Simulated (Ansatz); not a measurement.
Geometry optimisation, RKS B3LYP-D4/cc-pVDZ (Ansatz).

Input:

```yaml
crystal:
  periodic: [false, false, false]
  atoms:
    - { symbol: B, position_ang: [0.102178, 0.37209, -0.378767] }
    - { symbol: O, position_ang: [-0.039222, 0.013157, 2.198226] }
    - { symbol: H, position_ang: [-0.988098, -0.179145, 2.140698] }
    - { symbol: O, position_ang: [1.340623, -0.056233, -0.717089] }
    - { symbol: H, position_ang: [1.344503, -0.956961, -1.068723] }
    - { symbol: H, position_ang: [-0.892017, -0.284047, -0.593154] }
    - { symbol: H, position_ang: [0.042443, 1.487156, 0.061077] }
    - { symbol: H, position_ang: [0.01279, 0.932883, 1.843432] }
basis:
  gaussian: { orbitals: cc-pVDZ }
hamiltonian:
  xc: b3lyp
  dispersion: d4
relax:
  f_tol: 0.03
  max_steps: 50
```

Run as:

```bash
$ ansatz run input.yaml --threads 2 --pin off --max-ram 3072MiB --backend cpu --events-out ev --progress --plain --runs-dir out
```

Problem. Where does it end, and by what steps?

Solution. The forces met the threshold. The force dipped under the threshold on the way, but the program's further checks kept it going. After 34 steps the energy has fallen by 0.111 eV; H8 moved furthest, 1.07 Å.

```csv
step,energy less start (eV),largest force component (eV/Å),accepted
0,0.0000,0.737,yes
2,-0.0248,0.928,yes
4,-0.0414,0.974,yes
6,-0.0649,0.624,yes
8,-0.0857,0.250,yes
10,-0.0892,0.060,yes
12,-0.0610,0.770,no
14,-0.0915,0.439,no
16,-0.0953,0.065,yes
18,-0.0959,0.313,no
20,-0.0971,0.011,yes
22,-0.0985,0.201,yes
24,-0.1025,0.062,yes
26,-0.0768,1.207,no
28,-0.1068,0.172,yes
30,-0.0975,0.301,no
32,-0.1105,0.086,yes
34,-0.1112,0.024,yes
```

```xyz
8
Properties=species:S:1:pos:R:3
B -0.088 0.329 -0.330
O -0.342 -0.106 1.760
H -0.769 0.700 2.091
O 1.282 0.153 -0.382
H 1.519 -0.748 -0.637
H -0.839 -0.527 -0.737
H -0.444 1.479 -0.203
H 0.604 0.048 1.924
```

Whether the end is a true minimum wasn't checked by a vibrational analysis.

Time of the run: 25 s on 2 threads of Intel(R) Xeon(R) Platinum 8488C (Sapphire Rapids), on a shared host, peak memory 0.13 GiB.
